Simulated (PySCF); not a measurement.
# C3H3NS: magnetic properties

What do calculations give for the magnetic properties of C3H3NS (`c1cnsc1`)?

Programs: PySCF 2.14.0, with routines of our own; each step states its level. All values are computed. Atoms count from 0.

## Step 1: The system as given

8 atoms, charge 0, multiplicity 1; geometry from: GFN2-xTB.

## Step 2: Optimising the geometry at PBE0-D3(BJ)/def2-SVP

Job settings and geometry (Å):

```
{"job": {"xc": "PBE0", "basis": "def2-SVP", "d3": "d3bj", "grid": 1, "kind": "geom"}, "charge": 0, "multiplicity": 1}
C     -0.387984    -0.635770    -0.102581
C      0.995342    -0.476591     0.115065
N      1.414956     0.751378     0.257044
S      0.180206     1.807052     0.140191
C     -0.994181     0.586101    -0.114753
H     -0.885229    -1.577717    -0.238247
H      1.713194    -1.276239     0.171852
H     -2.027247     0.831197    -0.253134
```

Started as:

```bash
> OMP_NUM_THREADS=1 python excited_run.py task.json out
```

This one command runs all jobs of the session in turn.

What it wrote:

```text
step   0  E = -568.46071705  max force = 0.021155
step   1  E = -568.46234706  max force = 0.002820
step   2  E = -568.46233856  max force = 0.002445
step   3  E = -568.46236208  max force = 0.000773
step   4  E = -568.46235989  max force = 0.001386
step   5  E = -568.46236453  max force = 0.000291
optimisation converged
```

Run time: 9.5 s. Hardware: 1 thread of Intel Xeon 6975P-C, shared host; peak memory 0.44 GiB.

Step by step:

```tsv
step	energy from step 0 (eV)	largest force component (eV/Å)
0	0.0000	1.0878
1	-0.0444	0.1450
2	-0.0441	0.1257
3	-0.0448	0.0397
4	-0.0447	0.0713
5	-0.0448	0.0150
```

Distances of close pairs at the start and the end, largest changes first:

```tsv
bond	before (Å)	after (Å)	change (Å)
N2–S3	1.629	1.655	+0.026
C4–H7	1.071	1.090	+0.019
C1–H6	1.076	1.094	+0.018
C0–H5	1.074	1.090	+0.016
C0–C1	1.409	1.423	+0.014
C0–C4	1.364	1.372	+0.008
C1–N2	1.305	1.313	+0.007
S3–C4	1.713	1.708	-0.005
```

The end geometry stands in the next job.

```tsv
at the end point	value
point group (found at 0.08 Å tolerance)	Cs
rotational constants (GHz, main isotopes)	8.275, 5.822, 3.418
dipole moment (D)	2.44
```

## Step 3: Magnetic properties: GIAO B3LYP/aug-pcSseg-1

Job settings and geometry (Å):

```
{"job": {"kind": "mag", "xc": "B3LYP", "basis": "aug-pcSseg-1"}, "charge": 0, "multiplicity": 1}
C     -0.338524    -0.645138    -0.188744
C      1.060587    -0.491671     0.021347
N      1.506755     0.735403     0.158408
S      0.238538     1.792303     0.039280
C     -0.945958     0.585074    -0.201973
H     -0.853123    -1.596937    -0.320204
H      1.777122    -1.317003     0.075399
H     -2.002279     0.816677    -0.340256
```

With the program's defaults for keys left out, this is: GIAO B3LYP/aug-pcSseg-1 magnetisability, rotational g tensor and spin-rotation constants, non-relativistic, gas phase.

What it wrote:

```text
coarse grid: 7808 points
cycle   1  E = -568.9711442355  dE =  8.517e-01  |g| = 3.272e-01  |ddm| = 4.853e+00
cycle   2  E = -568.9288401400  dE =  4.230e-02  |g| = 5.262e-01  |ddm| = 1.205e+00
cycle   3  E = -568.9959852939  dE = -6.715e-02  |g| = 1.088e-01  |ddm| = 8.342e-01
cycle   4  E = -568.9983482679  dE = -2.363e-03  |g| = 4.864e-02  |ddm| = 2.028e-01
cycle   5  E = -568.9989406532  dE = -5.924e-04  |g| = 1.348e-02  |ddm| = 9.627e-02
cycle   6  E = -568.9989825459  dE = -4.189e-05  |g| = 6.708e-03  |ddm| = 3.187e-02
cycle   7  E = -568.9989932554  dE = -1.071e-05  |g| = 1.260e-03  |ddm| = 1.107e-02
cycle   8  E = -568.9989935977  dE = -3.423e-07  |g| = 2.934e-04  |ddm| = 1.990e-03
final grid: 72480 points
cycle   9  E = -569.0362314068  dE = -1.656e-05  |g| = 3.690e-03  |ddm| = 7.931e-02
cycle  10  E = -569.0362279571  dE =  3.450e-06  |g| = 5.251e-03  |ddm| = 1.237e-02
cycle  11  E = -569.0362346527  dE = -6.696e-06  |g| = 9.758e-04  |ddm| = 7.663e-03
cycle  12  E = -569.0362348776  dE = -2.249e-07  |g| = 3.010e-04  |ddm| = 1.922e-03
cycle  13  E = -569.0362348974  dE = -1.983e-08  |g| = 1.203e-04  |ddm| = 6.219e-04
cycle  14  E = -569.0362349010  dE = -3.595e-09  |g| = 3.815e-05  |ddm| = 2.216e-04
cycle  15  E = -569.0362349013  dE = -2.691e-10  |g| = 1.785e-05  |ddm| = 7.356e-05
converged SCF energy = -569.0362349013

Magnetisability tensor (1e-30 J/T^2)
     -583.16       -8.28      122.81
       -8.28     -533.04       53.00
      122.81       53.00    -1421.58
isotropic -845.92   principal values   -1442.36   -565.55   -529.86
isotropic susceptibility -50.943 1e-6 cm^3/mol

Inertial axes            a          b          c
rot. const./GHz      8.2753     5.8219     3.4176
chi total           -31.909    -34.058    -86.861
chi diamagnetic    -214.197   -266.879   -412.403
chi paramagnetic    182.288    232.821    325.542
quadrupole/D A        4.805      0.009     -4.814
g nuclear            0.5768     0.5576     0.5655
g electronic        -0.7087    -0.6368    -0.5227
g total             -0.1319    -0.0792     0.0428

Spin-rotation constants (kHz, H = +C I.J)
atom  isotope        aa         bb         cc
  2    14N        2.309      1.331      0.151
  5     1H        0.424     -0.260     -0.351
  6     1H        0.221     -0.038     -0.304
  7     1H       -0.703      0.675     -0.370
  0    13C*       3.321      2.285      0.537
  1    13C*       3.747      2.655      0.694
  3    33S*       4.478      2.564      1.383
  4    13C*       3.273      3.133      0.541
* in the singly substituted isotopologue
```

Run time: 13 s. Hardware: 1 thread of Intel Xeon 6975P-C, shared host; peak memory 0.71 GiB.

In short:

```tsv
quantity	value
magnetisability	-846·10⁻³⁰ J/T²
molar susceptibility	-50.9·10⁻⁶ cm³/mol
rotational g (a, b, c)	-0.1319, -0.0792, 0.0428
```

The fields below are evaluated on a grid from the run's orbitals.

Frontier orbitals at B3LYP/aug-pcSseg-1, with the share of their density that lies nearest to each atom:

```tsv
orbital	energy (eV)	lies on
HOMO	-7.43	S3 47 %; C0 24 %; C1 17 %
LUMO	-1.30	C4 23 %; S3 22 %; N2 22 %
```

ELF in a plane through or near 8 of the atoms.

Values, 10 rows by 14 columns:
```
0.00 0.00 0.00 0.00 0.00 0.00 0.00 0.00 0.00 0.00 0.00 0.00 0.00 0.00
0.00 0.00 0.00 0.00 0.00 0.00 0.00 0.19 0.48 0.24 0.01 0.00 0.00 0.00
0.00 0.00 0.00 0.14 0.76 0.77 0.14 0.66 0.94 0.86 0.18 0.00 0.00 0.00
0.00 0.00 0.00 0.29 0.90 0.85 0.75 0.21 0.76 0.54 0.06 0.00 0.00 0.00
0.00 0.00 0.01 0.05 0.25 0.79 0.66 0.16 0.83 0.60 0.68 0.41 0.00 0.00
0.00 0.00 0.60 1.00 0.99 0.12 0.84 0.48 0.50 0.76 1.00 0.98 0.03 0.00
0.00 0.00 0.11 0.94 0.77 0.13 0.55 0.72 0.45 0.08 0.53 0.25 0.00 0.00
0.00 0.00 0.00 0.00 0.00 0.02 0.92 1.00 0.91 0.01 0.00 0.00 0.00 0.00
0.00 0.00 0.00 0.00 0.00 0.00 0.32 0.83 0.27 0.00 0.00 0.00 0.00 0.00
0.00 0.00 0.00 0.00 0.00 0.00 0.00 0.00 0.00 0.00 0.00 0.00 0.00 0.00
```
The map spans 9.7 Å across and 8.9 Å up, centred on the molecule. Atoms in the plane (x, y in Å): C0 (0.1, -0.7), C1 (-1.1, 0.0), N2 (-1.0, 1.3), S3 (0.6, 1.7), C4 (1.2, 0.1), H5 (0.1, -1.8), H6 (-2.1, -0.4), H7 (2.2, -0.2).

On the surface of density 0.002 e/bohr³ the electrostatic potential runs, from the 1st to the 99th percentile, from -1.55 V near N2 to 1.38 V near H7.

## Step 4: Magnetic properties: GIAO KT3/aug-pcSseg-1

Settings changed since step 3:

```diff
@@ -1,2 +1,2 @@
-{"job": {"kind": "mag", "xc": "B3LYP", "basis": "aug-pcSseg-1"}, "charge": 0, "multiplicity": 1}
+{"job": {"kind": "mag", "xc": "KT3", "basis": "aug-pcSseg-1"}, "charge": 0, "multiplicity": 1}
 C     -0.338524    -0.645138    -0.188744
```

Method: GIAO KT3/aug-pcSseg-1 magnetisability, rotational g tensor and spin-rotation constants, non-relativistic, gas phase.

What it wrote:

```text
coarse grid: 7808 points
cycle   1  E = -574.5168912183  dE =  7.616e-01  |g| = 3.891e-01  |ddm| = 4.787e+00
cycle   2  E = -574.3856522714  dE =  1.312e-01  |g| = 7.877e-01  |ddm| = 1.736e+00
cycle   3  E = -574.5499298133  dE = -1.643e-01  |g| = 1.798e-01  |ddm| = 1.388e+00
cycle   4  E = -574.5573120824  dE = -7.382e-03  |g| = 7.715e-02  |ddm| = 3.899e-01
cycle   5  E = -574.5587609563  dE = -1.449e-03  |g| = 2.620e-02  |ddm| = 1.589e-01
cycle   6  E = -574.5589422049  dE = -1.812e-04  |g| = 1.158e-02  |ddm| = 6.100e-02
cycle   7  E = -574.5589741215  dE = -3.192e-05  |g| = 3.207e-03  |ddm| = 2.035e-02
cycle   8  E = -574.5589766652  dE = -2.544e-06  |g| = 3.792e-04  |ddm| = 5.142e-03
final grid: 72480 points
cycle   9  E = -574.5744978202  dE = -1.729e-04  |g| = 8.318e-03  |ddm| = 2.286e-01
cycle  10  E = -574.5744614811  dE =  3.634e-05  |g| = 1.331e-02  |ddm| = 2.469e-02
cycle  11  E = -574.5745007246  dE = -3.924e-05  |g| = 4.863e-03  |ddm| = 2.566e-02
cycle  12  E = -574.5745062407  dE = -5.516e-06  |g| = 2.119e-03  |ddm| = 9.660e-03
cycle  13  E = -574.5745074631  dE = -1.222e-06  |g| = 3.750e-04  |ddm| = 3.390e-03
cycle  14  E = -574.5745075048  dE = -4.163e-08  |g| = 1.173e-04  |ddm| = 8.501e-04
cycle  15  E = -574.5745075080  dE = -3.204e-09  |g| = 3.588e-05  |ddm| = 2.204e-04
cycle  16  E = -574.5745075083  dE = -2.909e-10  |g| = 8.154e-06  |ddm| = 6.713e-05
converged SCF energy = -574.5745075083

Magnetisability tensor (1e-30 J/T^2)
     -583.45      -10.89      122.44
      -10.89     -533.04       52.55
      122.44       52.55    -1420.50
isotropic -845.66   principal values   -1441.20   -566.21   -529.57
isotropic susceptibility -50.927 1e-6 cm^3/mol

Inertial axes            a          b          c
rot. const./GHz      8.2753     5.8219     3.4176
chi total           -31.906    -34.084    -86.791
chi diamagnetic    -213.253   -266.080   -411.490
chi paramagnetic    181.347    231.996    324.699
quadrupole/D A        4.705      0.155     -4.860
g nuclear            0.5768     0.5576     0.5655
g electronic        -0.7050    -0.6345    -0.5213
g total             -0.1282    -0.0769     0.0442

Spin-rotation constants (kHz, H = +C I.J)
atom  isotope        aa         bb         cc
  2    14N        2.057      1.211      0.153
  5     1H        0.428     -0.250     -0.342
  6     1H        0.230     -0.030     -0.298
  7     1H       -0.676      0.655     -0.361
  0    13C*       3.100      2.104      0.526
  1    13C*       3.465      2.433      0.676
  3    33S*       4.103      2.388      1.297
  4    13C*       2.998      2.833      0.519
* in the singly substituted isotopologue
```

It took 14 s on 1 thread of Intel Xeon 6975P-C, shared host; peak memory 0.49 GiB.

From this job:

```tsv
quantity	value
magnetisability	-846·10⁻³⁰ J/T²
molar susceptibility	-50.9·10⁻⁶ cm³/mol
rotational g (a, b, c)	-0.1282, -0.0769, 0.0442
```

## Step 5: Magnetic properties: GIAO B3LYP/Sadlej pVTZ

Settings changed since step 4:

```diff
@@ -1,2 +1,2 @@
-{"job": {"kind": "mag", "xc": "KT3", "basis": "aug-pcSseg-1"}, "charge": 0, "multiplicity": 1}
+{"job": {"kind": "mag", "xc": "B3LYP", "basis": "Sadlej pVTZ"}, "charge": 0, "multiplicity": 1}
 C     -0.338524    -0.645138    -0.188744
```

Method: GIAO B3LYP/Sadlej pVTZ magnetisability, rotational g tensor and spin-rotation constants, non-relativistic, gas phase.

What it wrote:

```text
coarse grid: 7808 points
cycle   1  E = -569.0589171023  dE =  8.590e-01  |g| = 3.361e-01  |ddm| = 2.324e+01
cycle   2  E = -569.0126339321  dE =  4.628e-02  |g| = 5.339e-01  |ddm| = 3.107e+00
cycle   3  E = -569.0829747218  dE = -7.034e-02  |g| = 1.168e-01  |ddm| = 1.513e+00
cycle   4  E = -569.0855201823  dE = -2.545e-03  |g| = 6.060e-02  |ddm| = 4.502e-01
cycle   5  E = -569.0864649458  dE = -9.448e-04  |g| = 1.558e-02  |ddm| = 1.417e-01
cycle   6  E = -569.0865285712  dE = -6.363e-05  |g| = 6.712e-03  |ddm| = 5.275e-02
cycle   7  E = -569.0865396634  dE = -1.109e-05  |g| = 1.236e-03  |ddm| = 1.831e-02
cycle   8  E = -569.0865399997  dE = -3.363e-07  |g| = 4.202e-04  |ddm| = 5.133e-03
final grid: 72480 points
cycle   9  E = -569.0986552507  dE = -1.529e-05  |g| = 2.995e-03  |ddm| = 5.627e-01
cycle  10  E = -569.0986523789  dE =  2.872e-06  |g| = 4.452e-03  |ddm| = 5.439e-02
cycle  11  E = -569.0986576213  dE = -5.242e-06  |g| = 7.043e-04  |ddm| = 1.569e-02
cycle  12  E = -569.0986577597  dE = -1.384e-07  |g| = 2.372e-04  |ddm| = 2.469e-03
cycle  13  E = -569.0986577716  dE = -1.183e-08  |g| = 1.128e-04  |ddm| = 1.029e-03
cycle  14  E = -569.0986577747  dE = -3.170e-09  |g| = 3.990e-05  |ddm| = 2.882e-04
cycle  15  E = -569.0986577751  dE = -3.137e-10  |g| = 1.673e-05  |ddm| = 1.292e-04
converged SCF energy = -569.0986577751

Magnetisability tensor (1e-30 J/T^2)
     -628.43      -10.26      112.96
      -10.26     -554.92       50.08
      112.96       50.08    -1400.34
isotropic -861.23   principal values   -1419.54   -612.39   -551.75
isotropic susceptibility -51.864 1e-6 cm^3/mol

Inertial axes            a          b          c
rot. const./GHz      8.2753     5.8219     3.4176
chi total           -33.233    -36.873    -85.487
chi diamagnetic    -213.792   -266.475   -412.618
chi paramagnetic    180.559    229.601    327.131
quadrupole/D A        4.453     -0.341     -4.112
g nuclear            0.5768     0.5576     0.5655
g electronic        -0.7020    -0.6280    -0.5252
g total             -0.1252    -0.0704     0.0403

Spin-rotation constants (kHz, H = +C I.J)
atom  isotope        aa         bb         cc
  2    14N        2.216      1.248      0.140
  5     1H        0.425     -0.264     -0.356
  6     1H        0.235     -0.029     -0.303
  7     1H       -0.704      0.673     -0.371
  0    13C*       3.055      2.091      0.460
  1    13C*       3.458      2.493      0.612
  3    33S*       4.361      2.508      1.344
  4    13C*       3.083      2.906      0.504
* in the singly substituted isotopologue
```

Run time: 11 s. Hardware: 1 thread of Intel Xeon 6975P-C, shared host; peak memory 0.67 GiB.

Key values:

```tsv
quantity	value
magnetisability	-861·10⁻³⁰ J/T²
molar susceptibility	-51.9·10⁻⁶ cm³/mol
rotational g (a, b, c)	-0.1252, -0.0704, 0.0403
```

[end of part 1 of 2]
